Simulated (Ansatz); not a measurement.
Born–Oppenheimer molecular dynamics of BFH3N (6 atoms, charge 0, multiplicity 1). It starts from a relaxed structure.

Theory: RKS BHLYP-D4/def2-SVP in Ansatz.

```json
{
  "ensemble": "NVE (velocity Verlet)",
  "time step": "0.5 fs",
  "steps asked": "250",
  "starting velocities drawn for": "700 K",
  "seed": "776152"
}
```

Frames 0.5 fs apart, positions in Å, forces in eV/Å.

Velocities at 40 fs (Å/ps):

```
B -0.03 -3.75 -1.84
F 0.17 0.13 0.02
N 0.86 3.96 1.53
H -28.78 -1.56 -6.47
H 6.73 -28.65 -9.06
H 7.18 12.88 13.49
```

```xyz
6
Properties=species:S:1:pos:R:3:forces:R:3 time_fs=40 energy_less_start_eV=0.224 T=270
B 0.059 0.025 -0.055 1.44 -0.29 1.40
F -0.027 -0.645 1.114 0.03 0.36 -0.68
N 1.283 0.032 -0.730 -0.27 -0.39 -1.02
H 2.094 -0.408 -0.321 -0.15 -0.18 -0.23
H 1.330 0.155 -1.750 0.11 0.24 1.18
H -0.801 0.744 -0.337 -1.15 0.25 -0.64
6
Properties=species:S:1:pos:R:3:forces:R:3 time_fs=40.5 energy_less_start_eV=0.238 T=241
B 0.059 0.023 -0.056 1.35 -0.17 1.41
F -0.027 -0.645 1.114 0.04 0.33 -0.69
N 1.284 0.033 -0.729 -0.68 -0.19 -1.37
H 2.080 -0.409 -0.324 0.35 -0.45 0.03
H 1.334 0.141 -1.753 0.07 0.28 1.26
H -0.799 0.750 -0.331 -1.12 0.20 -0.64
6
Properties=species:S:1:pos:R:3:forces:R:3 time_fs=41 energy_less_start_eV=0.252 T=216
B 0.059 0.021 -0.057 1.18 0.01 1.39
F -0.027 -0.645 1.113 0.04 0.30 -0.68
N 1.284 0.035 -0.729 -1.07 -0.01 -1.59
H 2.066 -0.411 -0.328 0.83 -0.71 0.28
H 1.337 0.127 -1.753 0.04 0.32 1.22
H -0.800 0.757 -0.327 -1.02 0.10 -0.61
6
Properties=species:S:1:pos:R:3:forces:R:3 time_fs=41.5 energy_less_start_eV=0.261 T=198
B 0.060 0.019 -0.057 0.96 0.22 1.33
F -0.027 -0.644 1.113 0.05 0.27 -0.67
N 1.284 0.037 -0.729 -1.35 0.10 -1.64
H 2.054 -0.415 -0.331 1.19 -0.92 0.49
H 1.341 0.115 -1.750 0.00 0.37 1.06
H -0.802 0.765 -0.324 -0.86 -0.05 -0.57
6
Properties=species:S:1:pos:R:3:forces:R:3 time_fs=42 energy_less_start_eV=0.264 T=192
B 0.061 0.017 -0.057 0.70 0.46 1.26
F -0.026 -0.644 1.113 0.06 0.24 -0.64
N 1.284 0.039 -0.729 -1.45 0.12 -1.48
H 2.045 -0.421 -0.332 1.37 -1.03 0.60
H 1.345 0.103 -1.745 -0.02 0.43 0.78
H -0.807 0.772 -0.322 -0.66 -0.22 -0.51
6
Properties=species:S:1:pos:R:3:forces:R:3 time_fs=42.5 energy_less_start_eV=0.261 T=197
B 0.062 0.015 -0.056 0.42 0.70 1.16
F -0.026 -0.644 1.113 0.07 0.20 -0.61
N 1.284 0.041 -0.729 -1.33 0.02 -1.11
H 2.039 -0.429 -0.332 1.33 -1.01 0.61
H 1.349 0.092 -1.738 -0.04 0.49 0.40
H -0.814 0.779 -0.322 -0.45 -0.40 -0.45
6
Properties=species:S:1:pos:R:3:forces:R:3 time_fs=43 energy_less_start_eV=0.256 T=207
B 0.063 0.013 -0.056 0.15 0.93 1.06
F -0.026 -0.644 1.112 0.08 0.17 -0.57
N 1.283 0.043 -0.730 -1.03 -0.21 -0.57
H 2.037 -0.440 -0.331 1.09 -0.86 0.51
H 1.352 0.083 -1.730 -0.04 0.53 -0.04
H -0.822 0.785 -0.322 -0.24 -0.57 -0.38
6
Properties=species:S:1:pos:R:3:forces:R:3 time_fs=43.5 energy_less_start_eV=0.253 T=211
B 0.064 0.012 -0.054 -0.11 1.14 0.95
F -0.026 -0.643 1.112 0.09 0.13 -0.52
N 1.282 0.045 -0.730 -0.59 -0.52 0.07
H 2.037 -0.453 -0.328 0.70 -0.60 0.32
H 1.356 0.075 -1.722 -0.04 0.57 -0.50
H -0.830 0.789 -0.324 -0.04 -0.73 -0.32
6
Properties=species:S:1:pos:R:3:forces:R:3 time_fs=44 energy_less_start_eV=0.258 T=202
B 0.066 0.011 -0.053 -0.34 1.32 0.83
F -0.026 -0.643 1.111 0.10 0.10 -0.46
N 1.281 0.047 -0.731 -0.10 -0.87 0.70
H 2.039 -0.468 -0.325 0.25 -0.28 0.10
H 1.359 0.068 -1.715 -0.04 0.59 -0.90
H -0.838 0.792 -0.326 0.13 -0.85 -0.26
6
Properties=species:S:1:pos:R:3:forces:R:3 time_fs=44.5 energy_less_start_eV=0.269 T=182
B 0.067 0.010 -0.052 -0.54 1.46 0.71
F -0.026 -0.643 1.110 0.11 0.06 -0.40
N 1.280 0.049 -0.731 0.39 -1.22 1.21
H 2.042 -0.483 -0.322 -0.20 0.05 -0.12
H 1.362 0.062 -1.710 -0.04 0.61 -1.19
H -0.846 0.793 -0.329 0.28 -0.95 -0.20
6
Properties=species:S:1:pos:R:3:forces:R:3 time_fs=45 energy_less_start_eV=0.282 T=158
B 0.068 0.009 -0.051 -0.69 1.56 0.58
F -0.026 -0.642 1.110 0.11 0.03 -0.33
N 1.280 0.050 -0.732 0.81 -1.52 1.54
H 2.043 -0.497 -0.318 -0.58 0.34 -0.32
H 1.366 0.058 -1.708 -0.05 0.61 -1.31
H -0.854 0.791 -0.333 0.39 -1.02 -0.16
6
Properties=species:S:1:pos:R:3:forces:R:3 time_fs=45.5 energy_less_start_eV=0.291 T=141
B 0.068 0.009 -0.049 -0.81 1.63 0.45
F -0.025 -0.642 1.109 0.12 -0.01 -0.25
N 1.279 0.051 -0.732 1.15 -1.76 1.62
H 2.044 -0.512 -0.316 -0.86 0.59 -0.48
H 1.369 0.056 -1.709 -0.07 0.61 -1.22
H -0.860 0.787 -0.336 0.47 -1.04 -0.12
```

Of the whole run (125 fs, mean temperature of the second half 351 K): The conserved energy stayed within 0.34 meV per atom of its start (net change 0.23 meV per atom), so the integration is sound. Over the second half the temperature averaged 0.50 of the 700 K drawn at the start: a run that starts near a minimum puts about half its kinetic energy into the potential. A run of 0.12 ps of so small a system gives no equilibrium averages.

Run time: 5.3 min on 1 thread of Intel(R) Xeon(R) Platinum 8259CL CPU @ 2.50GHz (Skylake/Cascade Lake), with other jobs on the host, peak memory 0.12 GiB.
